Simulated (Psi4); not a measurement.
**AlNH3S (SMILES [NH2][Al][SH]): a chain of runs**

Wanted: a structure relaxation (UCAM-B3LYP/STO-3G), then the harmonic vibrations, then a single-point energy (UCCSD(T)/cc-pVDZ) of AlNH3S. 

The calculation is run with Psi4 1.11.

## 1. The molecule

The species is AlNH3S (6 atoms), meant as a doublet with charge 0. SMILES: `[NH2][Al][SH]`. Geometry: relaxed at PBE0-D4/def2-TZVP. This is one conformer, not always the lowest. The run starts from this shape.

Bond lengths: N1–Al2 1.770 Å, Al2–S3 2.208 Å, N1–H4 1.009 Å, N1–H5 1.007 Å, S3–H6 1.343 Å. Angles: N1–Al2–S3 115.8°, Al2–N1–H4 125.1°, Al2–N1–H5 124.5°, Al2–S3–H6 93.4°, H4–N1–H5 110.4°.

## 2. A geometry optimisation at UCAM-B3LYP/STO-3G (density fitting) (run 1)

calc.in reads:

```
memory 1600 MB

molecule {
  0 2
  N     -0.909500     0.196700    -0.977100
  Al     0.142900    -0.793800     0.045400
  S      1.372100     0.308200     1.511800
  H     -0.980700     1.201900    -0.933300
  H     -1.523300    -0.168400    -1.686700
  H      1.940700    -0.808600     1.993700
  symmetry c1
}

set {
  basis STO-3G
  reference uks
  geom_maxiter 60
}

optimize('cam-b3lyp')
```

Run with:

```console
$ psi4 -i calc.in -o calc.out -n 1
```

calc.out:

```text
[...]
  Running in c1 symmetry.
[...]
  Nuclear repulsion =  122.153683006682357
[...]
  Multiplicity = 2
[...]
  Nalpha       = 20
  Nbeta        = 19
[...]
    Number of basis functions: 26
[...]
   @DF-UKS iter   1:  -688.93456966146709   -1.58869e+00   1.28741e-02 ADIIS/DIIS
[...]
   @DF-UKS iter   7:  -689.03242143158070   -1.36424e-12   4.84542e-09 DIIS
[...]
   @S^2 Observed:                7.520559427E-01
[...]
  @DF-UKS Final Energy:  -689.03242143158070
   => Energetics <=
    Nuclear Repulsion Energy =            125.3429017802013021
    One-Electron Energy =               -1209.6580207240908749
    Two-Electron Energy =                 435.0569417600155475
    DFT Exchange-Correlation Energy =     -39.7742442477067968
    Empirical Dispersion Energy =           0.0000000000000000
    VV10 Nonlocal Energy =                  0.0000000000000000
    Total Energy =                       -689.0324214315807012
[...]
  -Total Gradient:
     Atom            X                  Y                   Z
    ------   -----------------  -----------------  -----------------
       1        0.000019514031     0.000137949919     0.000037766366
       2       -0.000025131599    -0.000113443926    -0.000040670910
       3        0.000008473090    -0.000016386720     0.000007270872
       4        0.000011467844    -0.000034348028     0.000008358281
       5        0.000010161010    -0.000086330877     0.000000459182
       6        0.000013759450    -0.000063382365     0.000007120134
[...]
```

The script printed:

```text
Optimizer: Optimization complete!
```

It took 31 s on 1 thread of Intel Xeon Platinum 8488C (Sapphire Rapids), shared host; peak memory 0.32 GiB.

Step by step:

```csv
step,energy from the first frame kept (eV),largest force (eV/Å)
0,0.0000,2.6085
1,-0.1137,0.2113
2,-0.1213,0.0876
3,-0.1221,0.0340
4,-0.1223,0.0213
5,-0.1223,0.0074
```

After the run. Bond lengths: N1–Al2 1.745 Å, Al2–S3 2.138 Å, N1–H4 1.036 Å, N1–H5 1.034 Å, S3–H6 1.350 Å. Angles: N1–Al2–S3 109.3°, Al2–N1–H4 125.7°, Al2–N1–H5 126.0°, Al2–S3–H6 95.6°, H4–N1–H5 108.3°.

## 3. The harmonic vibrations at UCAM-B3LYP/STO-3G (density fitting) (run 2)

alh3ns.in reads:

```
memory 1600 MB

molecule molecule1 {
  0 2
  N
  Al 1 1.744887
  S 2 2.137706 1 109.34421
  H 1 1.036016 2 125.65151 3 -0.0002
  H 1 1.034354 4 108.30707 2 -179.99974
  H 3 1.349733 2 95.64319 1 -179.99884
  symmetry c1
}

set basis STO-3G
set reference uks
set t 400.0
set rotational_symmetry_number 1

E, wfn = freq('cam-b3lyp', return_wfn=True)
print_variables()
```

Run with:

```console
$ psi4 -i alh3ns.in -o alh3ns.out -n 1
```

alh3ns.out:

```text
[...]
  Running in c1 symmetry.
[...]
  Nuclear repulsion =  125.342906515474553
[...]
  Multiplicity = 2
[...]
  Nalpha       = 20
  Nbeta        = 19
[...]
    Number of basis functions: 26
[...]
   @DF-UKS iter   1:  -688.94407704207401   -1.59270e+00   1.26601e-02 DIIS/ADIIS
[...]
   @DF-UKS iter  11:  -689.03241806064580   -2.61480e-12   7.12298e-09 DIIS
[...]
   @S^2 Observed:                7.520544230E-01
[...]
  @DF-UKS Final Energy:  -689.03241806064580
   => Energetics <=
    Nuclear Repulsion Energy =            125.3596225350149069
    One-Electron Energy =               -1209.6900994137863563
    Two-Electron Energy =                 435.0728379289063241
    DFT Exchange-Correlation Energy =     -39.7747791107807274
    Empirical Dispersion Energy =           0.0000000000000000
    VV10 Nonlocal Energy =                  0.0000000000000000
    Total Energy =                       -689.0324180606457958
[...]
  -Total Gradient:
     Atom            X                  Y                   Z
    ------   -----------------  -----------------  -----------------
       1       -0.000000029939     0.000666064829    -0.000833858255
       2        0.000000176104     0.000198745551     0.000045187057
       3        0.000000009904     0.000230642939     0.001120821012
       4        0.000000044297    -0.000101842082     0.000075011375
       5       -0.000000104038    -0.000680010082     0.000821736681
       6       -0.000000092931    -0.000197084797    -0.001090536096
[...]
  ==> Harmonic Vibrational Analysis <==
[...]
  Freq [cm^-1]                 206.8728            232.8836            320.5680
[...]
  Freq [cm^-1]                 397.8917            573.2063            771.3330
[...]
  IR activ [km/mol]            36.6461             16.2014             28.0547
[...]
  Freq [cm^-1]                 864.9484            939.6038           1820.0041
[...]
```

On the terminal:

```text
Warning: used thermodynamics relations inappropriate for low-frequency modes: ['206.8728' '232.8836' '320.5680' '397.8917' '573.2063']
```

Wall time 3 min (1 thread of Intel Xeon Platinum 8488C (Sapphire Rapids), shared host); peak memory 0.31 GiB.

## 4. A single-point energy at UCCSD(T)/cc-pVDZ (run 3)

input.in reads:

```
memory 1600 MB

molecule geom {
  0 2
  N     -0.833866     0.205225    -0.893836
  Al     0.173226    -0.841884     0.072580
  S      1.308712     0.338285     1.446502
  H     -0.879047     1.237512    -0.818531
  H     -1.486484    -0.095127    -1.637991
  H      1.950392    -0.703044     2.017167
}

set basis cc-pVDZ
set reference uhf
set scf_type pk
set freeze_core true

energy('ccsd(t)')
```

Run with:

```console
$ psi4 -n 1 input.in input.out
```

input.out:

```text
[...]
  Running in c1 symmetry.
[...]
  Nuclear repulsion =  125.342889988839104
[...]
  Multiplicity = 2
[...]
  Nalpha       = 20
  Nbeta        = 19
[...]
    Number of basis functions: 65
[...]
   @UHF iter   1:  -695.55355082027552   -6.19622e-01   7.82695e-03 DIIS/ADIIS
[...]
   @UHF iter  14:  -695.69607858498694   -2.84217e-12   7.23392e-09 DIIS
[...]
   @S^2 Observed:                7.534876204E-01
[...]
  @UHF Final Energy:  -695.69607858498694
   => Energetics <=
    Nuclear Repulsion Energy =            125.3428899888391044
    One-Electron Energy =               -1213.2126248283643690
    Two-Electron Energy =                 392.1736562545384004
    Total Energy =                       -695.6960785849869353
  UHF NO Occupations:
  HONO-2 :   18  A 1.9993649
  HONO-1 :   19  A 1.9990560
[...]
 Multipole Moments:
 ------------------------------------------------------------------------------------
     Multipole            Electronic (a.u.)      Nuclear  (a.u.)        Total (a.u.)
 ------------------------------------------------------------------------------------
 L = 1.  Multiply by 2.5417464519 to convert [e a0] to [Debye]
 Dipole X            :          1.0490097           -1.3774658           -0.3284561
 Dipole Y            :         -1.8730996            1.4165699           -0.4565297
 Dipole Z            :          0.9124503           -1.3237556           -0.4113053
 Magnitude           :                                                    0.6967602
[...]
      * MP2 total energy                      = -696.048866945246345
[...]
      * CCSD total energy                     = -696.080349893281891
[...]
      * CCSD(T) total energy                     = -696.090840545193373
[...]
```

Run time: 34 s. Hardware: 1 thread of Intel Xeon Platinum 8488C (Sapphire Rapids), shared host; peak memory 0.32 GiB.

## 5. Outcome

| quantity | value |
| --- | --- |
| run 1, UCAM-B3LYP/STO-3G: total energy at the end | -689.03242 Eh |
| run 1, UCAM-B3LYP/STO-3G: dipole moment | 2.54 D |
| run 1, UCAM-B3LYP/STO-3G: HOMO energy (highest over α and β) | -2.96 eV |
| run 1, UCAM-B3LYP/STO-3G: LUMO energy (lowest over α and β) | 3.41 eV |
| run 1, UCAM-B3LYP/STO-3G: ⟨S²⟩ | 0.752 |
| run 2, UCAM-B3LYP/STO-3G: lowest harmonic wavenumber | 207 cm⁻¹ |
| run 2, UCAM-B3LYP/STO-3G: highest harmonic wavenumber | 3879 cm⁻¹ |
| run 2, UCAM-B3LYP/STO-3G: zero-point energy | 100.1 kJ/mol |
| run 2, UCAM-B3LYP/STO-3G: ideal-gas entropy at 400 K (symmetry number 1 as used) | 77.4 cal/(mol K) |
| run 3, UCCSD(T)/cc-pVDZ: total energy | -696.09084 Eh |
| run 3, UCCSD(T)/cc-pVDZ: HOMO energy (Hartree–Fock orbitals) (highest over α and β) | -8.44 eV |
| run 3, UCCSD(T)/cc-pVDZ: LUMO energy (Hartree–Fock orbitals) (lowest over α and β) | 1.01 eV |
| run 3, UCCSD(T)/cc-pVDZ: correlation energy (11 core orbitals frozen) | -394.8 mEh |
| run 3, UCCSD(T)/cc-pVDZ: (T) correction | -10.49 mEh |
| run 3, UCCSD(T)/cc-pVDZ: ⟨S²⟩ of the reference determinant | 0.753 |
| run 3, UCCSD(T)/cc-pVDZ: T1 diagnostic | 0.021 |

The optimisation (run 1, UCAM-B3LYP/STO-3G) took 6 steps and changed the energy by -0.122 eV. All 12 modes (run 2, UCAM-B3LYP/STO-3G) are real, so the shape is a minimum at this level. The triples (run 3, UCCSD(T)/cc-pVDZ) make up 2.7 % of the correlation energy.
